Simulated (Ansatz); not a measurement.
# SiPHO (singlet): from Hartree-Fock to the top rungs at a displaced geometry (v1), cc-pVDZ

One table from this session's results is given with a row withheld; the runs are named, their logs left out.

Computed with Ansatz 0.2.0, Gaussian basis. Level: cc-pVDZ, core rule «outside noble gas», up to 11 orbitals frozen.

The runs, in order: UHF; CCSD(T) on RHF; BCCD(T) on RHF; CISD; CCSDT(Q) on RHF.

12 further runs of the same task are left out: 5 that didn't finish, 7 set aside as unsound or not needed.

### The geometry

The geometry is a PBE0/def2-TZVP stationary point (not a proven minimum) with its atoms shifted at random (size 0.040 Å).

4 atoms, charge 0, spin multiplicity 1.

Atoms are counted from 1 here; the program's logs count them from 0.

Bond lengths: O1–Si2 1.521 Å, Si2–P3 2.097 Å, P3–H4 1.387 Å. Angles: O1–Si2–P3 178.2°, Si2–P3–H4 78.9°.

Set-up of the first run:

The input, in.yaml:

```yaml
crystal:
  periodic: [false, false, false]
  atoms:
    - {symbol: O, position_ang: [-0.018146, 0.011469, 2.078290]}
    - {symbol: Si, position_ang: [-0.018980, -0.024087, 0.558132]}
    - {symbol: P, position_ang: [0.028984, -0.027379, -1.538099]}
    - {symbol: H, position_ang: [-0.073792, 1.330492, -1.275957]}
basis:
  gaussian: {orbitals: cc-pVDZ}
magnetization: {spin_polarized: true, initial_magnetization: 0}
hamiltonian: {xc: hf}
output: {orbitals: {seedname: orbitals}}
```

Launch:

```sh
$ ansatz run in.yaml --threads 1 --pin off --events-out ev --progress --plain --max-ram 2393MiB
```

Steps of the session up to this table: UHF; CCSD(T) on RHF; BCCD(T) on RHF; CISD; CCSDT(Q) on RHF.

One of the session's tables, all rows but one given; the rest of the session is left out.

```
   method  from RCCSDT(Q) (meV)
      RHF              +11902.1
     RMP2               +1041.6
     CISD               +1993.2
    RCCSD                     ?
 RCCSD(T)                +103.0
  BCCD(T)                 +91.3
   RCCSDT                 +68.0
RCCSDT(Q)                     0
```

Q: Estimate the row for RCCSD from the others.

As computed: from RCCSDT(Q) (meV): +614.0. In the column «from RCCSDT(Q) (meV)» it lies between RCCSD(T) (+103.0) and RMP2 (+1041.6).
